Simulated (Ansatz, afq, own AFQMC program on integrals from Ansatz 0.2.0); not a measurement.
AFQMC on a folder of integrals that Ansatz 0.2.0 wrote.

```yaml
crystal:
  periodic: [false, false, false]
  atoms:
    - {symbol: Ge, position_ang: [0.000000, -0.044572, 0.290198]}
    - {symbol: C, position_ang: [0.000000, 0.182313, -1.601029]}
    - {symbol: H, position_ang: [0.000000, 1.508639, 0.640309]}
    - {symbol: H, position_ang: [0.000000, -0.468907, -2.476239]}
basis:
  gaussian: {orbitals: cc-pVDZ}
magnetization: {spin_polarized: true, initial_magnetization: 2}
correlation: {method: ccsd_t, electrons: outside_noble_gas, hamiltonian_folder: ham}
```

```sh
$ ansatz run in.yaml --threads 1 --pin off --events-out ev --progress --plain --max-ram 1382MiB
```

afq runs on the folder ham with

```
--method free --trial cisd --walkers 60 --time-step 0.03 --max-blocks 80 --target-error 0.00038 --factor-cut 1e-05 --seed 6122 --times 0,0.21,0.42,0.81,1.2,1.8,2.4,3 --taylor-order 8
```

Times are imaginary, in 1/Eh. The walk had a cap of 1086 s. Filled inner d shells are frozen with the cores.

```
orbitals 36  electrons 6 4  factors 288 of 548
reference energy -2114.24088791 Eh
CCSD correlation -0.20074264 Eh in 12 cycles, weight of the determinant in the CISD state 0.8633
repeat  energy at the last time / Eh  error
    10  -2114.448089  0.000937
    20  -2114.448268  0.000712
    30  -2114.448423  0.000687
    40  -2114.448706  0.000584
    50  -2114.448693  0.000490
    60  -2114.448860  0.000441
    70  -2114.448626  0.000388
    80  -2114.448597  0.000354
time / (1/Eh)  energy / Eh  error  mean overlap
  0.00  -2114.441716  0.000147  1.1593
  0.21  -2114.444673  0.000172  1.1593
  0.42  -2114.446117  0.000201  1.1646
  0.81  -2114.447504  0.000211  1.1704
  1.20  -2114.447842  0.000248  1.1879
  1.80  -2114.448437  0.000288  1.1911
  2.40  -2114.449127  0.000375  1.1973
  3.00  -2114.448597  0.000354  1.2148
energy -2114.448597 +/- 0.000354 Eh
```

Question: Estimate how long the walk took on 1 thread of Intel(R) Xeon(R) Platinum 8259CL CPU @ 2.50GHz (Skylake/Cascade Lake), on a shared host.

Answer: 5 min of wall time.

The run passed its tests (error under three times the target), which doesn't prove that it has relaxed.

Against this walk (error 9.6 meV) on the same determinant: CCSD(T) 27.4 meV higher, CCSDT(Q) 27.9 meV lower. The error is statistical, and a free projection of finite length keeps a remainder of its start. The last points scatter (meV from the last: 30 ± 6 at 0.81, 21 ± 7 at 1.20, 4 ± 8 at 1.80, -14 ± 10 at 2.40, 0 ± 10 at 3.00); the last is the one printed as the energy, and the gaps above move with that scatter.

Cautions: remainder of the start not in the error; no relativity below Rb; no spin-orbit coupling; inner d shell frozen; lower spins were not checked; the determinant is a saddle point among determinants of its kind.

CCSDT and higher add their correlation energy to the determinant of the CCSD(T) run, since their own runs factorise the integrals more tightly (a shift of under 2 meV). A walk keeps the symmetry of its determinant, which the program's search chose and which needn't be the lowest solution, so a lower state of the same spin and another symmetry isn't excluded.
